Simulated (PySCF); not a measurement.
**S₃⁺: structure of the quartet**

Where does quartet S₃⁺ go from a linear chain start, is the end point a minimum, and what are its modes, charges and moments?

Method: PBE0, basis S def2-TZVP, no relativity, density fitting; program: PySCF 2.14.0.

**1. Where the work starts**

3 atoms, charge 1, spin multiplicity 4.

Bond lengths: S1–S2 1.957 Å, S1–S3 1.957 Å. Angles: S2–S1–S3 180.0°.

Z-matrix (Å, degrees; charge 1 multiplicity 4):
```
S
S  1 1.9570
S  1 1.9570 2 180.00
```

**2. The SCF at the typed geometry**

One driver script runs all steps and calls PySCF; scf.py shows how it sets up the SCF of each step. The optimiser is the driver's own. After this first run the driver tries any further starts and a stability analysis.

File scf.py:

```python
from pyscf import gto, scf, dft
mol = gto.M(atom='''
S      0.000000     0.000000     0.000000
S      0.000000     0.000000     1.957000
S      0.000000     0.000000    -1.957000''',
    basis={'S': 'def2-TZVP'},
    charge=1, spin=3)
mf = dft.UKS(mol, xc='PBE0')
mf.grids.atom_grid = (50, 194)
aux = {'S': 'def2-universal-JKFIT'}
mf = mf.density_fit(auxbasis=aux)
mf.conv_tol = 1e-08
mf.diis_space = 10
mf.max_cycle = 60
mf.init_guess = 'minao'
mf.verbose = 4
mf.kernel()
```

On the command line:

```sh
OMP_NUM_THREADS=4 python axn.py task.json out
```

The log of the run:

```text
init E= -1194.50847181419
cycle= 1 E= -1193.70717073186  delta_E= 0.801  |g|= 0.221  |ddm|= 1.78
[... the frontier-level lines of each cycle are left out ...]
cycle= 2 E= -1193.71253731575  delta_E= -0.00537  |g|= 0.228  |ddm|= 0.702
cycle= 3 E= -1193.73228934109  delta_E= -0.0198  |g|= 0.117  |ddm|= 0.275
cycle= 4 E= -1193.74008473908  delta_E= -0.0078  |g|= 0.0196  |ddm|= 0.109
cycle= 5 E= -1193.74043191521  delta_E= -0.000347  |g|= 0.00407  |ddm|= 0.031
cycle= 6 E= -1193.74048050456  delta_E= -4.86e-05  |g|= 0.00209  |ddm|= 0.0145
cycle= 7 E= -1193.74050083642  delta_E= -2.03e-05  |g|= 0.00131  |ddm|= 0.0104
cycle= 8 E= -1193.74051286408  delta_E= -1.2e-05  |g|= 0.0007  |ddm|= 0.00969
cycle= 9 E= -1193.74051864129  delta_E= -5.78e-06  |g|= 0.000215  |ddm|= 0.0102
cycle= 10 E= -1193.74051900364  delta_E= -3.62e-07  |g|= 2.64e-05  |ddm|= 0.00281
cycle= 11 E= -1193.74051900633  delta_E= -2.69e-09  |g|= 6.67e-06  |ddm|= 0.00022
Extra cycle  E= -1193.74051900635  delta_E= -2.14e-11  |g|= 1.08e-05  |ddm|= 1.88e-05
converged SCF energy = -1193.74051900635  <S^2> = 3.7625431  2S+1 = 4.0062667
```

This step, with its further starts and checks, ran for 20 s (4 threads of Arm Neoverse N1, shared host).

Energies from each starting density:

```tsv
start	energy (Eh)
the minimal-basis guess	-1193.740519
a thermally smeared density	-1193.731622
a smeared PBE density	-1193.740519
```

No lower solution of this spin turned up from the other starts or in the test of internal stability.

**3. Linear chain start, quartet: relaxation**

The program finds D∞h symmetry in the start, which this walk keeps. Threshold on the gradient: 0.0003 Eh/bohr, with a further test on the energy change.

Changes to scf.py since step 2:

```diff
@@ -15 +14,0 @@
-mf.init_guess = 'minao'
```

Steps of the walk:

```tsv
step	energy (Eh)	change (kJ/mol)	largest symmetric gradient (Eh/bohr)
0	-1193.740519	0.00	0.02620
1	-1193.743313	-7.34	0.00157
2	-1193.743325	-7.37	0.00020
3	-1193.743325	-7.37	0.00001
```

The walk took 10 s.

Positions (Å) and forces (eV/Å) along the way:

```
step 0
S    0.000   0.000   0.000   0.000   0.000   0.000
S    0.000   0.000   1.957   0.000   0.000   1.347
S    0.000   0.000  -1.957   0.000   0.000  -1.347
step 1
S    0.000   0.000   0.000   0.000   0.000   0.000
S    0.000   0.000   2.012   0.000   0.000   0.081
S    0.000   0.000  -2.012   0.000   0.000  -0.081
step 2
S    0.000   0.000   0.000   0.000   0.000  -0.002
S    0.000   0.000   2.016   0.000   0.000   0.011
S    0.000   0.000  -2.016   0.000   0.000  -0.009
step 3
S    0.000   0.000   0.000   0.000   0.000   0.000
S    0.000   0.000   2.016   0.000   0.000   0.001
S    0.000   0.000  -2.016   0.000   0.000  -0.001
```

It settles in D∞h symmetry, 7.4 kJ/mol below the start, after 3 steps: S–S 2.016 Å (×2); S–S–S 180.0°.

**4. Frequencies**

The point is checked on the finer grid, and tightened if its gradient asks for it. The Hessian and the dipole derivatives come from central differences of analytic gradients, with steps of 0.02 bohr.

Changes to scf.py since step 3:

```diff
@@ -4,2 +4,2 @@
-S      0.000000     0.000000     1.957000
-S      0.000000     0.000000    -1.957000''',
+S      0.000000    -0.000000     2.016417
+S      0.000000     0.000000    -2.016417''',
@@ -9 +9 @@
-mf.grids.atom_grid = (50, 194)
+mf.grids.atom_grid = (75, 302)
@@ -12 +12 @@
-mf.conv_tol = 1e-08
+mf.conv_tol = 1e-10
```

This SCF starts from the last density.

SCF at the final geometry:

```text
init E= -1193.74335963092
[... the frontier-level lines of each cycle are left out ...]
cycle= 1 E= -1193.74335963092  delta_E= -3.18e-12  |g|= 9.09e-07  |ddm|= 3.19e-06
Extra cycle  E= -1193.74335963092  delta_E= -2.73e-12  |g|= 1.59e-06  |ddm|= 2.78e-06
converged SCF energy = -1193.74335963092  <S^2> = 3.7643162  2S+1 = 4.0071517
```

The whole step took 38 s.

Geometry: D∞h; S–S 2.016 Å (×2); S–S–S 180.0°.

Harmonic modes (main isotopes):

```
ω (cm⁻¹)  IR (km/mol)
    618i          0.7
    484i          0.2
     161          1.6
     409          0.0
```

2 modes are imaginary, the largest at 618i cm⁻¹: a saddle point, not a minimum.

Here the density breaks the symmetry of the frame, and no labels are given; pairs that should be degenerate can split.

Properties at this point:

```
Dipole moment about the centre of mass                          : 0.00 D
Highest occupied level                                          : -13.35 eV
Lowest empty level                                              : -11.60 eV
Rotational constants                                            : 0.06484 cm⁻¹
Zero-point energy (real modes)                                  : 3.4 kJ/mol
Principal polarisabilities                                      : 28.4, 28.5, 122.1 bohr³
Principal traceless quadrupole moments about the centre of mass : -10.22, -9.71, 19.94 D Å
Spin squared ⟨S²⟩                                               : 3.764
```

Populations by atom (charges in e):

```tsv
atom	Mulliken	Löwdin	polar tensor	spin (Mulliken)	Mayer order to S1
S1	0.29	0.20	0.25	0.39	–
S2,3	0.36	0.40	0.38	1.31	1.51
```

Mulliken populations on S1: s 5.81, p 9.61, d 0.27, f 0.02.

**5. Leaving the saddle point**

The atoms are moved a little along the softest imaginary mode and relaxed again.

The program finds C2v symmetry in the start, which this walk keeps. Threshold on the gradient: 0.0003 Eh/bohr, with a further test on the energy change.

Changes to scf.py since step 4:

```diff
@@ -3,3 +3,3 @@
-S      0.000000     0.000000     0.000000
-S      0.000000    -0.000000     2.016417
-S      0.000000     0.000000    -2.016417''',
+S      0.012488    -0.119348    -0.000000
+S     -0.006244     0.059674     2.016417
+S     -0.006244     0.059674    -2.016417''',
@@ -9 +9 @@
-mf.grids.atom_grid = (75, 302)
+mf.grids.atom_grid = (50, 194)
@@ -12 +12 @@
-mf.conv_tol = 1e-10
+mf.conv_tol = 1e-08
```

Energy and gradient, step by step:

```tsv
step	energy (Eh)	change (kJ/mol)	largest symmetric gradient (Eh/bohr)
0	-1193.752609	0.00	0.03454
1	-1193.773883	-55.85	0.02382
2	-1193.790117	-98.48	0.02206
3	-1193.793471	-107.28	0.00296
4	-1193.793556	-107.51	0.00034
5	-1193.793558	-107.51	0.00017
```

The walk took 19 s.

End point (C2v, 5 steps, 107.5 kJ/mol gained): S–S 1.980 Å (×2); S–S–S 122.0°.

**6. Is it a minimum? Harmonic modes**

As before: finer grid, then central differences.

Changes to scf.py since step 5:

```diff
@@ -3,3 +3,3 @@
-S      0.012488    -0.119348    -0.000000
-S     -0.006244     0.059674     2.016417
-S     -0.006244     0.059674    -2.016417''',
+S      0.066693    -0.637367    -0.000000
+S     -0.033346     0.318683     1.730896
+S     -0.033346     0.318683    -1.730896''',
@@ -9 +9 @@
-mf.grids.atom_grid = (50, 194)
+mf.grids.atom_grid = (75, 302)
@@ -12 +12 @@
-mf.conv_tol = 1e-08
+mf.conv_tol = 1e-10
```

SCF at the final geometry:

```text
init E= -1193.79357958516
[... the frontier-level lines of each cycle are left out ...]
cycle= 1 E= -1193.79357958209  delta_E= 3.07e-09  |g|= 6.82e-05  |ddm|= 9.74e-05
cycle= 2 E= -1193.79357955656  delta_E= 2.55e-08  |g|= 0.000196  |ddm|= 0.000281
cycle= 3 E= -1193.79357958558  delta_E= -2.9e-08  |g|= 2.38e-07  |ddm|= 0.000208
cycle= 4 E= -1193.79357958558  delta_E= -5.46e-12  |g|= 1.58e-07  |ddm|= 4.1e-07
Extra cycle  E= -1193.79357958558  delta_E= 4.55e-12  |g|= 2.41e-07  |ddm|= 4.67e-07
converged SCF energy = -1193.79357958558  <S^2> = 3.772622  2S+1 = 4.0112951
```

The whole step ran for 47 s (4 threads of Arm Neoverse N1, shared host).

Geometry: C2v; S–S 1.980 Å (×2); S–S–S 121.9°.

Modes, for the most abundant isotopes:

```tsv
symmetry	ω (cm⁻¹)	IR (km/mol)
a1	205	0.0
b2	375	9.8
a1	509	0.8
```

Every mode is real; the point is a minimum.

Constants and moments:

* Dipole moment about the centre of mass: 0.66 D
* Highest occupied level: -13.38 eV
* Lowest empty level: -11.69 eV
* Rotational constants: 0.8559, 0.08799, 0.07979 cm⁻¹
* Zero-point energy: 6.5 kJ/mol
* Principal polarisabilities: 27.8, 36.8, 171.6 bohr³
* Principal traceless quadrupole moments about the centre of mass: -7.61, -5.59, 13.19 D Å
* Entropy at 298.15 K and 1 bar (electronic part: spin only): 292.4 J/(mol K)
* Heat capacity Cp at 298.15 K: 52.4 J/(mol K)
* Enthalpy at 298.15 K above 0 K: 12.82 kJ/mol
* Rotational symmetry number: 2
* Spin squared ⟨S²⟩: 3.773

Charges (e) and bond orders:

```
atom  Mulliken  Löwdin  polar tensor  spin (Mulliken)  Mayer order to S1
  S1      0.26    0.23          0.40             0.43                  –
S2,3      0.37    0.38          0.30             1.29               1.47
```

Outer orbital energies (eV). α occupied: -23.98, -19.10, -18.04, -17.81, -16.07, -14.96, -14.94, -13.38; empty: -8.05, -6.36, -1.88, -1.41. β occupied: -169.77, -30.13, -26.61, -22.27, -18.09, -17.11, -16.15, -13.72; empty: -11.69, -11.63, -9.32, -7.48.

Mulliken populations on S1: s 5.79, p 9.69, d 0.23, f 0.02.

**7. All stationary points**

| spin | group | bonds | imaginary modes (cm⁻¹) | ΔE (kJ/mol) | with zero-point energy |
| --- | --- | --- | --- | --- | --- |
| quartet | C2v | S–S 1.980 Å (×2) | none | 0.0 | 0.0 |
| quartet | D∞h (density of lower symmetry) | S–S 2.016 Å (×2) | 618i, 484i | 131.9 | – |

**8. What came out**

| quantity | value |
| --- | --- |
| minimum | quartet, C2v |
| geometry | S–S 1.980 Å (×2); S–S–S 121.9° |
| wavenumbers (cm⁻¹) | 205 (a1), 375 (b2), 509 (a1) |
| dipole moment (centre of mass) | 0.66 D |
| highest occupied, lowest empty level (either spin) | -13.38, -11.69 eV |
| polar-tensor charge of S1 | +0.40 e |
| zero-point energy | 6.5 kJ/mol |
| entropy at 298.15 K | 292.4 J/(mol K) |
| ⟨S²⟩ | 3.773 |

**Reading.** From D∞h at the start the molecule goes to a C2v minimum, after a stop at a second-order saddle point 131.9 kJ/mol higher, from which it was pushed off along an imaginary mode. The strongest infrared band lies at 375 cm⁻¹ (b2, stretch). Only this shape and spin were tried, so other structures or states may lie lower.

The search up to here took 2.2 min.
